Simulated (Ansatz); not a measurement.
**A basis-limit estimate, worked out**

An elementary step of SiH6SO, singlet (SiH₄S ([SiH3][SH]) + H₂O → SiH₄O ([OH][SiH3]) + H₂S; bonds formed: Si1–O7, S2–H6; bonds broken: Si1–S2, H6–O7). “Start” is the structure reached by relaxing down from the saddle towards the reactants; PBE0-D4/def2-TZVP structures. The saddle:

```tsv
atom	x (Å)	y (Å)	z (Å)
Si1	0.1511	0.8499	-0.1190
S2	1.2388	-1.1720	0.9027
H3	-0.7824	1.6979	-0.9529
H4	0.0071	1.4567	1.2221
H5	1.4279	1.0138	-0.8530
H6	-0.2635	-1.3372	-0.2148
O7	-0.9270	-0.5902	-0.5473
H8	0.4613	-1.2712	1.9940
H9	-1.3132	-0.6477	-1.4318
```

Ansatz 0.2.0; basis: def2-TZVPP and def2-QZVPP; cores frozen in the correlated methods.

Energies in eV:

| quantity | saddle | start |
| --- | --- | --- |
| Hartree–Fock, triple zeta (X = 3) | -20812.40721 | -20814.06719 |
| Hartree–Fock, quadruple zeta (X = 4) | -20813.07054 | -20814.72815 |
| MP2 correlation, X = 3 | -16.19140 | -15.71278 |
| MP2 correlation, X = 4 | -17.48897 | -17.00037 |
| CCSD(T) correlation, X = 3 | -17.98769 | -17.56091 |

Work out the barrier at the basis limit: extrapolate Hartree–Fock as E(X) = E∞ + A exp(−7.88 √X) and the MP2 correlation as E(X) = E∞ + B X^−2.97 (the exponents that Neese and Valeev fitted for def2-TZVPP and QZVPP), then add CCSD(T) − MP2 in triple zeta.

Each step is linear, so take the differences first (saddle − start): Hartree–Fock 1.65998 (X = 3) and 1.65761 (X = 4); MP2 correlation -0.47862 and -0.48860; CCSD(T) correlation -0.42678.
Two points give E∞ = E(4) + w [E(4) − E(3)], with w = 1/(exp(7.88 (2 − √3)) − 1) = 0.1377 for Hartree–Fock and w = 1/((4/3)^2.97 − 1) = 0.7407 for the correlation.
Hartree–Fock: 1.65761 + 0.1377 × (-0.00237) = 1.6573 eV.
MP2 correlation: -0.48860 + 0.7407 × (-0.00998) = -0.4960 eV.
CCSD(T) − MP2: -0.42678 − (-0.47862) = 0.0518 eV.
Sum: 1.6573 + (-0.4960) + 0.0518 = 1.2131 eV, or 27.97 kcal/mol. Plain CCSD(T) in triple zeta gives 1.2332 eV, so the larger basis shifts the result by -0.0201 eV.

T1 diagnostic: at most 0.012.

Labels in which every atom is bracketed show which atoms are joined, not bond orders.

For scale, one of the runs: CCSD(T)/def2-TZVPP, 199 basis functions, launched by `ansatz run in.yaml --threads 2 --pin off --events-out ev --progress --plain --max-ram 4352MiB`. Time: 51 s of wall clock on 2 CPU threads of an Arm Neoverse V2; the host was shared. Peak host memory: 2.3 GiB.
